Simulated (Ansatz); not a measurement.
Born–Oppenheimer molecular dynamics of C3H4OS (9 atoms, charge 0, multiplicity 1). It starts from a relaxed structure.

Computed with UKS revPBE-D4/6-31G in Ansatz 0.2.0.

- ensemble: NVT, Langevin thermostat
- time step: 0.25 fs
- steps asked: 100
- set temperature: 700 K
- friction: 0.005 /fs
- seed: 249579

First frame:

```xyz
9
Properties=species:S:1:pos:R:3
C 1.319 -0.149 -0.965
C 0.377 -0.545 -0.075
C -0.695 0.322 0.417
O -1.497 -0.358 1.316
S -0.995 1.951 0.001
H 1.317 0.868 -1.367
H 2.101 -0.832 -1.304
H 0.374 -1.562 0.331
H -2.212 0.258 1.629
```

(1) What does the run give?

(2) What happens to the structure?

(3) How do temperature and energy run in time?

## Answers

(1) All steps were run.

```yaml
steps_done: 100
time_covered: 25 fs
mean_temperature_over_the_second_half: 282 K
spread_of_the_potential_energy_over_the_second_half: 5.3 meV per atom
mean_potential_energy_of_the_second_half_above_the_start: 48.9 meV per atom
```

The mean temperature of the second half is 60 % below the set value. A run of 0.025 ps of so small a system gives no equilibrium averages. Limits of this set-up: no polarisation functions.

(2) The same pairs are bonded in the first frame and the last. Pairs count as bonded within 1.25 times the sum of covalent radii (0.12 Å more for H–H). Another seed would give other details.

(3) 
| time (fs) | T (K) | potential energy less start (eV) |
| --- | --- | --- |
| 0.0 | 622 | 0.000 |
| 1.2 | 506 | 0.094 |
| 2.5 | 379 | 0.243 |
| 3.8 | 313 | 0.313 |
| 5.0 | 249 | 0.347 |
| 6.2 | 241 | 0.381 |
| 7.5 | 217 | 0.397 |
| 8.8 | 306 | 0.329 |
| 10.0 | 388 | 0.216 |
| 11.2 | 396 | 0.205 |
| 12.5 | 344 | 0.301 |
| 13.8 | 272 | 0.381 |
| 15.0 | 243 | 0.421 |
| 16.2 | 230 | 0.460 |
| 17.5 | 213 | 0.504 |
| 18.8 | 218 | 0.511 |
| 20.0 | 290 | 0.447 |
| 21.2 | 334 | 0.424 |
| 22.5 | 324 | 0.453 |
| 23.8 | 291 | 0.449 |
| 25.0 | 338 | 0.408 |

Run time: 4.3 min on 1 CPU thread of a shared host.
